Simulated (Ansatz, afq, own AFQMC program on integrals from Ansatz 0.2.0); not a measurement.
AFQMC on a folder of integrals that Ansatz 0.2.0 wrote.

```yaml
crystal:
  periodic: [false, false, false]
  atoms:
    - {symbol: Al, position_ang: [-1.697657, 0.000000, 0.000000]}
    - {symbol: H, position_ang: [-2.490581, 1.373384, 0.000000]}
    - {symbol: H, position_ang: [-2.490581, -1.373384, 0.000000]}
    - {symbol: H, position_ang: [0.093343, 0.000000, 0.000000]}
    - {symbol: Si, position_ang: [1.806343, 0.000000, 0.000000]}
basis:
  gaussian: {orbitals: cc-pVTZ}
magnetization: {spin_polarized: true, initial_magnetization: 2}
correlation: {method: ccsd_t, electrons: outside_noble_gas, hamiltonian_folder: ham}
```

```sh
$ ansatz run in.yaml --threads 1 --pin off --events-out ev --progress --plain --max-ram 16896MiB --backend cuda --devices 0, --max-vram 18GiB
```

Options of the walk:

```
--method phaseless --trial cisd --walkers 1000 --populations 20 --least-time 60 --time-step 0.005 --steps-per-block 50 --equilibration-blocks 28 --max-blocks 4000 --target-error 0.00019 --factor-cut 1e-05 --start spin_pure --seed 2531 --release-times 0.24,0.51,0.99,1.62,2.4 --release-step 0.03 --release-every 3 --taylor-order 6
```

Times are imaginary, in 1/Eh. The walk had a cap of 233 s. With eight or more populations the least sampling time is a fifth of least-time, and the error comes from their spread.

afq prints:

```
orbitals 100  electrons 6 4  factors 640 of 655
reference energy -532.49951551 Eh
CCSD correlation -0.20317577 Eh in 13 cycles, weight of the determinant in the CISD state 0.8572
energy of the start -532.701192 Eh
 block  time / (1/Eh)  mean weight  energy / Eh
     1     0.250  0.9993  -532.698991
     2     0.500  0.9998  -532.699872
     3     0.750  0.9998  -532.701283
     4     1.000  1.0001  -532.702818
     5     1.250  1.0000  -532.704411
    10     2.500  1.0000  -532.708214
    25     6.250  1.0003  -532.710105
    40    10.000  1.0000  -532.709554
    55    13.750  0.9999  -532.711855
    70    17.500  1.0001  -532.710981
    85    21.250  1.0000  -532.709198
   100    25.000  1.0003  -532.710444
   115    28.750  1.0004  -532.711036
   127    31.750  1.0004  -532.712076
   130    32.500  0.9996  -532.710160
   133    33.250  1.0006  -532.708591
   136    34.000  1.0003  -532.709522
error from the spread of 20 populations
released: time / (1/Eh)  energy / Eh  error  mean overlap
  0.24  -532.710870  0.000206  0.9992
  0.51  -532.711004  0.000188  1.0000
  0.99  -532.711284  0.000179  0.9989
  1.62  -532.711439  0.000184  0.9891
  2.40  -532.711494  0.000278  0.9867
energy -532.710531 +/- 0.000207 Eh
(rows thinned)
```

The run passed its tests (sampling time, drift between the halves within three errors, error under three times the target), which doesn't prove that it has relaxed, ending at its cap on processor time.

Against this walk (error 5.6 meV) on the same determinant: CCSD(T) 31.2 meV higher, CCSDT(Q) 22.0 meV lower. The error is statistical and leaves out the bias of the constraint. Released to 2.40 1/Eh the energy lies 26 ± 9 meV (both errors) below the phaseless value, which shows part or all of the bias of the constraint, and CCSDT(Q) lies 4.2 meV above the released value. CCSDT(Q) is the surest value here, so the walk's 22 meV above it is most likely the bias of the constraint with this trial, which can have either sign.

Cautions: constraint bias not in the error; error above the target (5.6 against 5.2 meV); lower spins were not checked.

The walk took 3.9 min on 1 × NVIDIA H100 80GB HBM3 with 2 threads of AMD EPYC 7R13 Processor (Zen 3) (shared host) (the card was shared). The log's last line is the phaseless energy.

CCSDT and higher add their correlation energy to the determinant of the CCSD(T) run, since their own runs factorise the integrals more tightly (a shift of under 2 meV). A walk keeps the symmetry of its determinant, which the program's search chose and which needn't be the lowest solution, so a lower state of the same spin and another symmetry isn't excluded.
